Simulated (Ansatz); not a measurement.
We consider tetradymite Bi2Te3, described by PBE+SOC in Ansatz (plane waves, PAW).

Run with plane-wave cutoff 520 eV, 10×10×10 k mesh, Fermi–Dirac smearing 0.01 eV, PAW data made under PBE.

Cell (measured lattice):

```xyz
5
Lattice="0.0000 -2.5323 -10.1657 -2.1930 1.2661 -10.1657 2.1930 1.2661 -10.1657" Properties=species:S:1:pos:R:3 pbc="T T T"
Bi     0.0000     0.0000   -12.1988
Bi     0.0000     0.0000   -18.2982
Te     0.0000     0.0000     0.0000
Te     0.0000     0.0000    -6.3891
Te     0.0000     0.0000   -24.1079
```

Task: What does this level give for the band gap, smallest direct gap on the k points sampled and Γ–Γ gap?

Result: 
- band gap: 0.07 eV (indirect)
- smallest direct gap on the k points sampled: 0.11 eV
- Γ–Γ gap: 0.71 eV

Note: cell and atoms aren't relaxed at this level (largest force component 0.15 eV/Å, pressure 2.3 GPa).

The computed numbers hold no vibrational or temperature effects.

It cost very roughly 30 core-minutes of CPU time.

Ansatz is a first-principles code.
